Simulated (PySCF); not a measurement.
# A thermochemical cycle for SiC

r²SCAN in PySCF with def2-TZVPPD on every atom, for the lowest determinant that a PBE0 search found; no spin–orbit coupling. SiC, a triplet (σ ↑, π ↑), has De = 4.53 eV to neutral atoms, and SiC⁺, a quartet (σ ↑, π ↑↑), has De = 3.99 eV to Si⁺ + C.

At the same level the Si atom ionises at 8.33 eV.

Question: What is the adiabatic ionisation energy of the molecule, and does ionisation strengthen or weaken the bond?

Answer: IE = IE(Si) + De(neutral) − De(ion) = 8.33 + 4.53 − 3.99 = 8.87 eV. De changes by -0.54 eV, so ionisation weakens the bond.

For an ion De counts to the pair picked by the measured ionisation energies or electron affinities, which need not be the lowest pair at this level. States were picked by a PBE0 search and need not be the measured ground states.
